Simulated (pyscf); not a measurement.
Four-centre exchange: F–SiH₂• (SMILES F[SiH2]) + H₂ (SMILES [H][H]) -> SiH₃• (SMILES [SiH3]) + HF (SMILES F)

Gas phase, doublet surface, charge 0. Bonds broken: Si1–F2, H5–H6. Bonds formed: Si1–H5, F2–H6. Single points on ωB97X-D3(BJ)/def2-SVP structures (PySCF, gas phase).

Transition state (Å):

```xyz
6

Si     0.2754     0.1054     0.2608
F      2.0531     0.5101    -0.4471
H     -0.5394    -0.1405     1.5106
H     -0.2327    -0.7732    -0.8277
H      1.4250    -0.9646     0.9105
H      1.9981    -0.4054     0.3294
```

One imaginary mode, 1195i cm⁻¹; descent along it reached the two sides named.

```tsv
bond	change	reactant side (Å)	saddle	product side
Si1–F2	breaks	1.636	1.956	3.0
H5–H6	breaks	0.760	0.989	2.383
Si1–H5	forms	3.6	1.700	1.497
F2–H6	forms	2.441	1.202	0.925
```

Electronic energies relative to the separated reactants (kcal/mol):

| level | barrier | reaction energy | reverse barrier |
|---|---|---|---|
| ωB97X-D3(BJ)/def2-TZVP | 52.5 | +24.2 | 28.3 |
| PBE/def2-TZVP | 44.1 | +23.4 | 20.7 |
| r²SCAN/def2-TZVP | 48.9 | +25.2 | 23.7 |
| B3LYP-D3(BJ)/def2-TZVP | 52.0 | +25.0 | 27.1 |
| PBE0-D3(BJ)/def2-TZVP | 48.0 | +22.0 | 26.0 |
| M06-2X/def2-TZVP | 55.2 | +25.7 | 29.4 |
| ωB97M-D3(BJ)/def2-TZVP | 51.4 | +23.8 | 27.6 |
| HF/def2-TZVP | 71.3 | +23.1 | 48.2 |

With ωB97M-D3(BJ)/def2-TZVP energies and thermal terms (ideal gas, 1 atm, RRHO with modes under 100 cm⁻¹ raised to 100, one conformer, R ln 2 for chiral ones without a mode under 150 cm⁻¹), in kcal/mol:

```tsv
T (K)	ΔH‡	ΔG‡	ΔH	ΔG
298	52.3	60.2	+25.6	+24.9
600	51.3	68.6	+25.3	+24.3
900	51.1	77.3	+24.9	+24.0
1200	51.2	86.1	+24.6	+23.7
```

The same reactants have a lower exit, to F–SiH₃ + H• (barrier +14.8 kcal/mol at ωB97M-D3(BJ)/def2-TZVP, against +51.4 kcal/mol here). One saddle was located; it need not be the lowest between these sides.
